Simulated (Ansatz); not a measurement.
**HCSi, quartet: the ladder up to full CI**

Geometry: that of the HCSi, doublet, kept fixed. The doublet lies 3.0 eV lower here.

```xyz
3

Si    0.0000    0.0000    1.4814
C     0.0000    0.0000   -0.2010
H     0.0000    0.0000   -1.2804
```

Basis 6-31G; Ansatz 0.2.0. Only valence electrons are correlated (noble-gas cores frozen), which leaves 9 electrons in 18 orbitals. Prefix R: restricted or restricted open-shell reference; prefix U: unrestricted. Active spaces: valence = (9e, 9o) chosen from the atoms' valence shells.

Full CI is exact within this basis and frozen core; it isn't the basis-set limit. The frozen core follows each run's orbitals, which can shift R against U totals by a few meV.

For open shells CISD is restricted-active-space CI with the open shells as a complete middle space.

The UHF ⟨S²⟩ is 3.784. The T1 diagnostic (RCCSD) is 0.0245, the largest doubles amplitude (RCCSD) is 0.079 and the T1 diagnostic (UCCSD) is 0.0129.

Task: From what is known of these methods and the diagnostics, rank them by the size of their error in total energy against full CI in 6-31G, smallest first (an estimate: the text doesn't fix the numbers).
A. CASSCF (valence space)
B. CISD
C. UCCSD(T)
D. UCCSDT(Q)
E. MRCISD (valence space)

Result: D (0.0 kJ/mol), C (1.6 kJ/mol), E (4.1 kJ/mol), B (16.8 kJ/mol), A (118.0 kJ/mol).

All errors are against full CI in 6-31G. Below it: UCCSDT(Q). Within each family the higher level lies nearer, as is usual though not guaranteed.

The full-CI state has the irrep B2 of C2v, in the program's axes (one component, if the state is degenerate).

Natural occupations of full CI about the gap: 1.972 1.967 1.933 1.000 0.993 0.991 0.042 0.038 0.023 0.009; effectively unpaired electrons, Σ n²(2−n)², 3.04.
